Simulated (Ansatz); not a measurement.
**As on a Si site in Si**

Level of theory: DFT PBE, scalar-relativistic, plane waves, PAW (Ansatz 0.2.0). (420 eV cutoff, 2×2×2 k-mesh, Gaussian smearing of 0.01 eV, collinear spin in charge 0 alone)

Host crystal, relaxed:

```cif
data_structure
_symmetry_space_group_name_H-M 'P 1'
_symmetry_Int_Tables_number 1
_cell_length_a 3.8679
_cell_length_b 3.8679
_cell_length_c 3.8679
_cell_angle_alpha 60.000
_cell_angle_beta 60.000
_cell_angle_gamma 60.000
_cell_volume 40.92
loop_
_atom_site_label
_atom_site_type_symbol
_atom_site_fract_x
_atom_site_fract_y
_atom_site_fract_z
_atom_site_occupancy
Si1 Si 0.75000 0.75000 0.75000 1
Si2 Si 0.50000 0.50000 0.50000 1
```

Supercell of 54 atoms, rows in host cell vectors: 0 0 -3; 0 -3 0; -3 0 0. Atoms relax at the host's cell from a start displaced at random by 0.06 Å near the defect, so other minima may exist. The cell is small, so energies carry finite-size errors of tenths of an eV. The host's Kohn–Sham gap is 0.61 eV. Atoms are taken from and returned to the elements' standard states. Charged cells are corrected for image charges with the computed static dielectric tensor (mean 13.0) and aligned with the host's potential at far atoms (alignment terms reach 0.08 eV). No band-filling term is added, and the Fermi level counts from the host's valence band top.

Starting moments were lost in some runs.

Defect: As on a Si site set at (0.750, 0.750, 0.750) of the host cell. Before relaxation its nearest neighbours are 4 Si at 2.37 Å.

| charge | E_f at the valence band top (eV) | over the neutral state (eV) | moment (μB) | largest move (Å) | atoms near the site |
| --- | --- | --- | --- | --- | --- |
| +1 | -0.08 | -0.49 | 0.00 | 0.07 | 4 Si at 2.44 Å |
| 0 | 0.41 | 0.00 | 0.00 | 0.08 | 4 Si at 2.45 Å |

Among the charges computed the stable one is +1 at the valence band top, changing to 0 at 0.49 eV. In charge 0 the cell has partly filled bands: a level of the defect may be part filled, the carrier may sit in the host's bands, or levels may cross between the k points, so transitions that involve it are doubtful.

Cost: 3 runs of about 59 core-minutes in all, on AMD EPYC (Zen 3) (shared hosts).